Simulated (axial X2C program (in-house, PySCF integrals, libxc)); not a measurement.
## Potential curves of PH⁺, with spin–orbit coupling

Computed with an in-house relativistic program for diatomic molecules. Two-component (2c) means X2C with spin–orbit coupling and atomic mean-field two-electron Coulomb and Gaunt terms. Basis: P dyall-v3z [8s7p2d1f], H dyall-v3z [6s2p1d] (cores contracted in-house); Gaussian nuclei, density fitting, unrestricted open shells. Masses: P 30.974 u, H 1.008 u.

State: Ω = 1/2 (⟨Sz⟩ = -0.50, ⟨Lz⟩ = 1.00 at HF). Energies in cm⁻¹ from the fragments at the same level (P+ + H). Fits are polynomials in 1 − R0/R over 0.85 to 1.23 times the lowest point R0.

| R (Å) | CCSD |
| --- | --- |
| 1.3095 | -25822 |
| 1.3527 | -26722 |
| 1.3958 | -27176 |
| 1.4390 | -27268 |
| 1.4894 | -27007 |
| 1.5397 | -26434 |
| 1.6045 | -25350 |

Correlated methods: 5 electrons correlated (number of frozen shells: P 2 s, 1 p; H none), 101 virtual spin orbitals or spinors in MP2, 67 natural virtuals in coupled cluster.

The state is a single determinant with fixed occupations, the lowest that a limited PBE0 search found. De is counted from the lowest determinant-based energies of the atoms at the same level, without counterpoise correction. CCSD ran in a truncated set of natural virtual spinors with an MP2 remainder; without triples it tends to underbind. In 2c an atomic determinant is not the ground J level, so De misses part of the atomic spin–orbit lowering. This holds for CCSD. Coupled cluster ran on the points near the minimum only. MP2 and coupled cluster on one determinant become unreliable at the stretched end.

Task: What are Re, ωe and De at the CCSD level?

Result: At CCSD, 2c: Re = 1.430 Å, ωe ≈ 2390 cm⁻¹, De = 3.38 eV to P+ + H; Be follows as 8.45 cm⁻¹.
